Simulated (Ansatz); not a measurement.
# SiH₂S: one structure at several levels

The atoms stand at a structure displaced at random from a GFN2-xTB minimum. How far do the functionals agree with CCSD(T) there?

Program: Ansatz 0.2.0, Gaussian basis. Level of theory: single points in def2-TZVPP. These are calculated values, not measurements.

Correlated methods freeze the cores.

### 1 Where the work starts

SMILES `[SiH2]=S`, 4 atoms, charge 0, spin multiplicity 1.

Atoms are counted from 1 here; the program's logs count them from 0.

Bond lengths: Si1–S2 2.100 Å, Si1–H3 1.617 Å, Si1–H4 1.350 Å. Angles: S2–Si1–H3 122.1°, S2–Si1–H4 128.1°, H3–Si1–H4 109.6°.

As a file:

```xyz
4
charge 0, multiplicity 1
Si   -0.04750    0.07410   -0.10300
S     1.80010   -0.26750    0.83460
H    -1.37380   -0.76950    0.27640
H    -0.36260    1.03430   -0.99810
```

### 2 CCSD(T)/def2-TZVPP

File run/in.yaml:

```yaml
crystal:
  periodic: [false, false, false]
  atoms:
    - {symbol: Si, position_ang: [-0.047500, 0.074100, -0.103000]}
    - {symbol: S, position_ang: [1.800100, -0.267500, 0.834600]}
    - {symbol: H, position_ang: [-1.373800, -0.769500, 0.276400]}
    - {symbol: H, position_ang: [-0.362600, 1.034300, -0.998100]}
basis:
  gaussian: {orbitals: def2-TZVPP}
correlation: {method: ccsd_t}
output: {forces: true}
```

The command line of these runs was not kept.

### 3 PBE0-D4/def2-TZVPP

run/in.yaml, as its differences from that of step 2:

```diff
@@ -9,3 +9,3 @@
   gaussian: {orbitals: def2-TZVPP}
-correlation: {method: ccsd_t}
-output: {forces: true}
+hamiltonian: {xc: pbe0, dispersion: d4}
+output: {forces: true, orbitals: {seedname: orbitals}}
```

### 4 wB97M-V/def2-TZVPP

run/in.yaml, as its differences from that of step 3:

```diff
@@ -9,3 +9,3 @@
   gaussian: {orbitals: def2-TZVPP}
-hamiltonian: {xc: pbe0, dispersion: d4}
-output: {forces: true, orbitals: {seedname: orbitals}}
+hamiltonian: {xc: {name: wB97M-V}}
+output: {forces: true}
```

### 5 r2SCAN-D4/def2-TZVPP

run/in.yaml, as its differences from that of step 4:

```diff
@@ -9,3 +9,3 @@
   gaussian: {orbitals: def2-TZVPP}
-hamiltonian: {xc: {name: wB97M-V}}
+hamiltonian: {xc: r2scan, dispersion: d4}
 output: {forces: true}
```

### 6 PBE-D4/def2-TZVPP

run/in.yaml, as its differences from that of step 5:

```diff
@@ -9,3 +9,3 @@
   gaussian: {orbitals: def2-TZVPP}
-hamiltonian: {xc: r2scan, dispersion: d4}
+hamiltonian: {xc: pbe, dispersion: d4}
 output: {forces: true}
```

### 7 BLYP-D4/def2-TZVPP

run/in.yaml, as its differences from that of step 6:

```diff
@@ -9,3 +9,3 @@
   gaussian: {orbitals: def2-TZVPP}
-hamiltonian: {xc: pbe, dispersion: d4}
+hamiltonian: {xc: {name: BLYP}, dispersion: d4}
 output: {forces: true}
```

### 8 B97M-V/def2-TZVPP

run/in.yaml, as its differences from that of step 7:

```diff
@@ -9,3 +9,3 @@
   gaussian: {orbitals: def2-TZVPP}
-hamiltonian: {xc: {name: BLYP}, dispersion: d4}
+hamiltonian: {xc: {name: B97M-V}}
 output: {forces: true}
```

(Steps that only read results are left out.)

Q: Predict the outcome of this session. Wanted: energy less free atoms, CCSD(T)/def2-TZVPP; RMS force component; RMS force error; HOMO and LUMO, PBE0-D4; T1 diagnostic.

**Answer**, as computed:

```
                                  quantity                                                                                          value
energy less free atoms, CCSD(T)/def2-TZVPP                                                                                     -10.515 eV
                       RMS force component                                                           2.071 to 2.317 eV/Å over the methods
                           RMS force error  PBE0-D4 0.168, wB97M-V 0.205, r2SCAN-D4 0.110, PBE-D4 0.139, BLYP-D4 0.173, B97M-V 0.201 eV/Å
                    HOMO and LUMO, PBE0-D4                                                                             -7.01 and -3.00 eV
                             T1 diagnostic                                                                                          0.025
```

**Reading.** Against CCSD(T) the functionals' energies less atoms differ by -0.607 to -0.178 eV, PBE-D4 by -0.455 eV. CCSD(T) in triple zeta still lacks some correlation energy of the bonds, so part of these gaps is its own basis error and they don't rank the functionals. The forces of r2SCAN-D4 come nearest to CCSD(T), those of wB97M-V are farthest. Frozen-core CCSD(T) forces in triple zeta carry basis errors of their own, and this is one geometry, so small gaps rank nothing.
